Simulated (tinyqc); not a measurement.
Worked calculation: RHF in the sto-3g basis, for H3O+, spin multiplicity 1. One step of it, computed by the program tinyqc.

Task: Orthogonalisation. S = U s U^T; symmetric (Loewdin) form X = U s^(-1/2) U^T, so that X^T S X = 1.

overlap S, lower triangle:
```
,1O 1s,1O 2s,1O 2px,1O 2py,1O 2pz,2H 1s,3H 1s,4H 1s
1O 1s,1.000000
1O 2s,0.236704,1.000000
1O 2px,0.000000,0.000000,1.000000
1O 2py,0.000000,0.000000,0.000000,1.000000
1O 2pz,0.000000,0.000000,0.000000,0.000000,1.000000
2H 1s,0.038437,0.386336,0.330351,0.000000,-0.083672,1.000000
3H 1s,0.038451,0.386426,-0.165227,0.286125,-0.083698,0.152633,1.000000
4H 1s,0.038451,0.386426,-0.165227,-0.286125,-0.083698,0.152633,0.152699,1.000000
```

Give: eigenvalues of S; X.

Result:

eigenvalues of S: 0.4162  0.5119  0.5119  0.9479  1.0431  1.3354  1.3355  1.8981

X, lower triangle:
```
,1O 1s,1O 2s,1O 2px,1O 2py,1O 2pz,2H 1s,3H 1s,4H 1s
1O 1s,1.0244
1O 2s,-0.1430,1.2168
1O 2px,0.0000,0.0000,1.0822
1O 2py,0.0000,0.0000,0.0000,1.0822
1O 2pz,0.0043,-0.0412,0.0000,0.0000,1.0087
2H 1s,0.0181,-0.2127,-0.2135,0.0000,0.0452,1.1313
3H 1s,0.0181,-0.2128,0.1068,-0.1850,0.0452,-0.0495,1.1313
4H 1s,0.0181,-0.2128,0.1068,0.1850,0.0452,-0.0495,-0.0495,1.1313
```
